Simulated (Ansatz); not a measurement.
How the lattice constant a of Pd (model structure, started from the omega type, P6/mmm, No. 191, 3 atoms in the cell) moves with the method

No measured value is used here.

```
level (code)         value (Å)
-------------------  ---------
PBE (Ansatz)             4.503
PBEsol (Ansatz)            ___
PBE-D3(BJ) (Ansatz)      4.443
```

Question: Fill in the missing entries.

Answer: 
- PBEsol (Ansatz, an electronic-structure program), value (Å): 4.425

Ansatz's density-functional and Hartree–Fock values are scalar-relativistic unless marked +SOC, with PAW data made under PBE.

A model structure was made by putting elements into a prototype or built by hand; it is no filed structure, need not be a known phase, and can be a saddle point held by its symmetry.
